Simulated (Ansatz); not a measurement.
MnH₁₂O₆ (charge +2): shapes and states compared

Computed with Ansatz's Gaussian-basis code (development build). Basis cc-pwCVTZ-DK on Mn, cc-pVTZ-DK on O, cc-pVDZ-DK on H, scalar X2C without spin–orbit coupling, 11 orbitals frozen in the corrections, fitted integrals; active space CAS(9,12). Restricted Hartree–Fock, then the lowest state-specific CASSCF solution met for each case. On stretched bonds single-reference methods can fail or change state. Solutions in different active orbitals can move differences by tenths of an eV and at times more than 1 eV.

Case A, sextet:

```xyz
19

Mn    0.0000    0.0000    0.0000
O     2.1900    0.0000    0.0000
O    -2.1900    0.0000    0.0000
O     0.0000    2.1900    0.0000
O     0.0000   -2.1900    0.0000
O     0.0000    0.0000    2.1900
O     0.0000    0.0000   -2.1900
H     2.7665    0.0000    0.7863
H     2.7665    0.0000   -0.7863
H    -2.7665    0.0000    0.7863
H    -2.7665    0.0000   -0.7863
H     0.7863    2.7665    0.0000
H    -0.7863    2.7665    0.0000
H     0.7863   -2.7665    0.0000
H    -0.7863   -2.7665    0.0000
H     0.0000    0.7863    2.7665
H     0.0000   -0.7863    2.7665
H     0.0000    0.7863   -2.7665
H     0.0000   -0.7863   -2.7665
```

Case B, quartet: the shape of A.

Energy less that of case A, in eV:

```csv
case,RHF/ROHF,CASSCF
B,+3.427,+2.866
```

(1) Give the SC-NEVPT2 energies against case A.

(2) Which case is lowest, and do the methods agree?

Answers

(1) B: +2.693 eV (62.1 kcal/mol).

(2) A is lowest in SC-NEVPT2. Of the methods shown, RHF/ROHF, CASSCF agree.
